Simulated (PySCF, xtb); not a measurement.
chloroform (CHCl3), SMILES ClC(Cl)Cl.

Harmonic wavenumbers (cm⁻¹) from GFN2-xTB run with xtb at its own minimum, in rising order: 227, 227, 334, 641, 641, 642, 1119, 1120, 2933.

Question: What does TPSSh-D3(BJ)/def2-SVP (PySCF) give at its own minimum? (Estimate from the structure and the level; the computed values follow.)

Answer: 252, 252, 360, 667, 739, 739, 1215, 1215, 3180. Paired by order, the mean absolute difference is 82 cm⁻¹ and the zero-point energies are 11.3 and 12.3 kcal/mol.
